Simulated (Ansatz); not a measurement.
Process, species as SMILES: ClO (OH-Cl) → HClO+ (doublet, bonded as OCl) + e-
B3LYP-D3(BJ)/def2-TZVP geometries, fixed; electronic energies without zero-point terms.

How fast the adiabatic ionisation energy converges with the basis for several methods (Ansatz, a first-principles code): deviation from each method's own reference, in eV. References: CCSD(T) 11.158 eV, Hartree-Fock in cc-pV(Q+d)Z plus the correlation part extrapolated as X^-3 from cc-pV(T+d)Z and cc-pV(Q+d)Z; HF 10.302 eV, the value in aug-pcseg-3; MP2 11.146 eV, Hartree-Fock in aug-cc-pV(Q+d)Z plus the correlation part extrapolated as X^-3 from aug-cc-pV(T+d)Z and aug-cc-pV(Q+d)Z; PBE 10.754 eV, the value in pcseg-4; PBE0 10.882 eV, the value in pcseg-4; r2SCAN 10.825 eV, the value in pcseg-4. Cartesian d functions, on some or all atoms, in 6-31+G*; all else is spherical. In correlated methods cores are frozen. Open shells are unrestricted. No added dispersion term, no relativity. 

| basis | functions | CCSD(T) | HF | MP2 | PBE | PBE0 | r2SCAN |
|---|---|---|---|---|---|---|---|
| STO-3G | 15 | -2.245 | -1.053 | … | -1.302 | -1.092 | -1.142 |
| 3-21G | 24 | -0.335 | 0.670 | … | 0.153 | 0.338 | 0.346 |
| def2-SV(P) | 34 | -0.487 | 0.269 | … | -0.093 | 0.043 | 0.080 |
| 6-31+G* | 44 | -0.395 | 0.243 | … | 0.098 | 0.134 | 0.149 |
| def2-TZVP | 74 | -0.254 | 0.010 | … | -0.039 | -0.018 | -0.010 |
| aug-cc-pV(T+d)Z | 124 | -0.135 | 0.019 | … | 0.014 | 0.016 | 0.017 |
| def2-QZVPP | 157 | -0.098 | 0.001 | … | -0.010 | -0.004 | -0.004 |
| pcseg-3 | 157 | -0.110 | -0.001 | … | 0.000 | 0.001 | 0.003 |

### Question
Some entries are withheld; supply them.

### Answer

- STO-3G, MP2: -1.998
- 3-21G, MP2: -0.087
- def2-SV(P), MP2: -0.445
- 6-31+G*, MP2: -0.365
- def2-TZVP, MP2: -0.239
- aug-cc-pV(T+d)Z, MP2: -0.127
- def2-QZVPP, MP2: -0.095
- pcseg-3, MP2: -0.107

Mean absolute deviation over def2-TZVP, aug-cc-pV(T+d)Z: r2SCAN 0.014, HF 0.014, PBE0 0.017, PBE 0.026, MP2 0.183, CCSD(T) 0.194 eV.
